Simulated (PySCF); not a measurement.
Consider sulfur dimer, `[S][S]` (S2, triplet). Coordinates in Å; atoms count from 1 in this order:
```
S     0.9559   -0.0123    0.0020
S    -0.9504    0.0148   -0.0303
```

Computed at ωB97X-D3(BJ)/ma-def2-TZVP // PBE0-D3(BJ)/ma-def2-SVP with PySCF (density fitting, grid level 2). Thermal corrections: PBE0-D3(BJ)/ma-def2-SVP frequencies, unscaled, ideal gas at 298.15 K and 1 bar, quasi-RRHO entropy.

Task: What are the vertical and the adiabatic ionisation energy for forming the radical cation?

Result: 9.83 eV vertical and 9.61 eV adiabatic, the latter with zero-point energy.

Task: Where does the unpaired spin of the relaxed radical cation sit?

Result: S1 (sulfur) 0.50, S2 (sulfur) 0.50 (intrinsic atomic orbital populations).

Task: What oxidation potential follows in dichloromethane (IEF-PCM), given that Fc+/Fc comes at 4.70 V absolute with this functional and basis?

Result: In the gas phase ΔG of oxidation is 9.625 eV, and solvation is -0.7 kJ/mol for the parent and -248.2 kJ/mol for the product, so the absolute potential is 7.06 V, or 2.36 V against Fc+/Fc. Fc+/Fc in dichloromethane, 4.70 V, is ωB97X-D3(BJ)/ma-def2-TZVP on PBE0-D3(BJ)/def2-SVP structures with GFN2-xTB thermal terms. Benchmark calculations put it near 5.0 V in acetonitrile and DMSO, so it is about 0.3 V low, and the value against it can read up to that much too high. The solvent is electrostatics only, on gas-phase structures; the absolute scale refers to an electron at rest in vacuum.

Task: What are the vertical and the adiabatic electron affinity for forming the radical anion?

Result: 1.63 eV vertical and 1.72 eV adiabatic, the latter with zero-point energy.

Task: Where does the unpaired spin of the relaxed radical anion sit?

Result: S1 (sulfur) 0.50, S2 (sulfur) 0.50 (intrinsic atomic orbital populations).

Task: What reduction potential follows in dichloromethane (IEF-PCM), given that Fc+/Fc comes at 4.70 V absolute with this functional and basis?

Result: In the gas phase −ΔG of reduction is 1.709 eV, and solvation is -0.7 kJ/mol for the parent and -219.4 kJ/mol for the product, so the absolute potential is 3.98 V, or -0.72 V against Fc+/Fc. Fc+/Fc in dichloromethane, 4.70 V, is ωB97X-D3(BJ)/ma-def2-TZVP on PBE0-D3(BJ)/def2-SVP structures with GFN2-xTB thermal terms. Benchmark calculations put it near 5.0 V in acetonitrile and DMSO, so it is about 0.3 V low, and the value against it can read up to that much too high. The solvent is electrostatics only, on gas-phase structures; the absolute scale refers to an electron at rest in vacuum.
